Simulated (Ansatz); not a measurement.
# C2H5O: the cost of one run

Program: Ansatz 0.2.0. Level of theory: UKS PBE0-D4/def2-SVP. These are calculated values, not measurements.

## (1) Starting point

Bond lengths: H1–C2 1.270 Å, C2–C3 1.494 Å, C2–O4 1.410 Å, C2–H5 1.087 Å, C3–H6 1.093 Å, C3–H7 1.087 Å, C3–H8 1.089 Å. Angles: H1–C2–C3 120.4°, H1–C2–O4 53.3°, H1–C2–H5 116.4°, C3–C2–O4 118.7°, C3–C2–H5 117.4°, O4–C2–H5 114.9°, C2–C3–H6 110.3°, C2–C3–H7 110.4°, C2–C3–H8 110.6°, H6–C3–H7 107.9°, H6–C3–H8 107.9°, H7–C3–H8 109.6°.

Structure file:

```xyz
8

H    -0.9078   -1.3617    0.1517
C     0.0745   -0.5786    0.3385
C     0.1938    0.6857   -0.4483
O    -1.0404   -0.7472    1.1848
H     0.9942   -1.0341    0.6973
H     0.6782    1.4616    0.1502
H    -0.7904    1.0487   -0.7339
H     0.7978    0.5255   -1.3402
```

## (2) Pulling towards end A

Springs on the bonds that form and break draw the guess towards this end; the thresholds are loose.

input.yaml

```yaml
crystal:
  periodic: [false, false, false]
  atoms:
    - { symbol: H, position_ang: [-0.9078, -1.3617, 0.1517] }
    - { symbol: C, position_ang: [0.0745, -0.5786, 0.3385] }
    - { symbol: C, position_ang: [0.1938, 0.6857, -0.4483] }
    - { symbol: O, position_ang: [-1.0404, -0.7472, 1.1848] }
    - { symbol: H, position_ang: [0.9942, -1.0341, 0.6973] }
    - { symbol: H, position_ang: [0.6782, 1.4616, 0.1502] }
    - { symbol: H, position_ang: [-0.7904, 1.0487, -0.7339] }
    - { symbol: H, position_ang: [0.7978, 0.5255, -1.3402] }
magnetization:
  spin_polarized: true
  initial_magnetization: 1
basis:
  gaussian: { orbitals: def2-SVP }
hamiltonian:
  xc: pbe0
  dispersion: d4
relax:
  f_tol: 0.15
  max_steps: 25
  restrain:
    - { distance: [3, 0], at: 2.27, k: 30.0 }
    - { distance: [1, 0], at: 1.07, k: 30.0 }
```

On the command line:

```bash
> ansatz run input.yaml --threads 2 --pin off --max-ram 3072MiB --backend cpu --events-out ev --progress --plain --runs-dir out
```

What time and memory should one allow on 2 threads of Intel Xeon 6975P-C (Granite Rapids), shared host?

About 8.9 s, with a peak of 0.17 GiB.
